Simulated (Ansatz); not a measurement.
This Ansatz (a program for electronic structure) input (CCSD(T)/cc-pVQZ) gives -199.42183 Eh with 110 basis functions. A basis named .json is the Basis Set Exchange file of that set (core-valence sets with the plain set on hydrogen).

Ansatz 0.2 input:
```yaml
crystal:
  periodic: [false, false, false]
  atoms:
    - {symbol: F, position_ang: [-0.00000000, -0.00000000, -0.69824324]}
    - {symbol: F, position_ang: [0.00000000, 0.00000000, 0.69824324]}
basis:
  gaussian:
    orbitals: cc-pVQZ
magnetization: {spin_polarized: false}
correlation: {method: ccsd_t, frozen_orbitals: {F: 0}}
```

Change:
```diff
- orbitals: cc-pVQZ
+ orbitals: cc-pCVTZ.json
```

### Question
What does the run give now?

### Answer
-199.41893 Eh (CCSD(T)/cc-pCVTZ, 86 functions), a change of +2.90 mEh.
